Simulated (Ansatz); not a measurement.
Cost and result up the ladder for (H3Si)2O (Si2OH6) (9 atoms). Total charge 0; singlet. Geometry: r2SCAN-D4/def2-TZVP.

```xyz
9

Si   -0.0034    1.3690   -0.7639
H     0.8104    2.2365    0.1253
H    -1.2010    2.1110   -1.2215
H     0.8181    0.9766   -1.9380
O    -0.5039    0.0406    0.0492
Si   -0.0734   -1.3627    0.7715
H    -1.2827   -1.9570    1.3868
H     0.4890   -2.3031   -0.2311
H     0.9469   -1.1110    1.8216
```

Ansatz on 4 threads of Intel Xeon Platinum 8259CL on a shared host. Times are rough, and most runs start from the orbitals of an earlier one. ωB97M-V/def2-TZVP serves as the yardstick here, not as an exact answer. Differences are given only for rows in sets of like size (and for xTB, whose basis is part of the method), since another set adds its own error. Binding counts from free atoms at the same level (Si triplet, H doublet, O triplet; other spins of the atoms weren't run), without zero-point energy or a counterpoise term.

B3LYP takes the VWN-RPA correlation. Correlated methods freeze 11 core orbitals.

Correlated methods converge slowly with the basis.

```
               level  functions  wall time
            HF/6-31G         47     0.25 s
        HF/def2-TZVP        141     0.65 s
     PBE-D4/def2-SVP         80     0.65 s
    PBE0-D4/def2-SVP         80      0.7 s
      B3LYP-D4/6-31G         47      0.8 s
 revPBE-D4/def2-TZVP        141     0.95 s
       MP2/def2-TZVP        141      1.1 s
   PBE-D4/def2-TZVPD        180      1.5 s
  PBE0-D4/def2-TZVPD        180      1.8 s
r2SCAN-D4/def2-TZVPD        180      2.2 s
   ωB97M-V/def2-TZVP        141      3.2 s
   ωB97X-V/def2-TZVP        141      3.5 s
  CCSD(T)/def2-TZVPD        180       17 s
  CCSD(T)/def2-TZVPP        199       20 s
```

Problem. Estimate what each level gives for the binding energy per atom (eV).

Solution. 
```tsv
level	binding energy per atom (eV)	difference from ωB97M-V/def2-TZVP (eV)
HF/6-31G	2.07	–
HF/def2-TZVP	2.57	-0.79
PBE-D4/def2-SVP	3.25	–
PBE0-D4/def2-SVP	3.23	–
B3LYP-D4/6-31G	2.94	–
revPBE-D4/def2-TZVP	3.24	-0.12
MP2/def2-TZVP	3.23	-0.12
PBE-D4/def2-TZVPD	3.29	-0.06
PBE0-D4/def2-TZVPD	3.28	-0.08
r2SCAN-D4/def2-TZVPD	3.34	-0.02
ωB97M-V/def2-TZVP	3.36	0.00
ωB97X-V/def2-TZVP	3.38	0.02
CCSD(T)/def2-TZVPD	3.24	-0.11
CCSD(T)/def2-TZVPP	3.28	-0.07
```
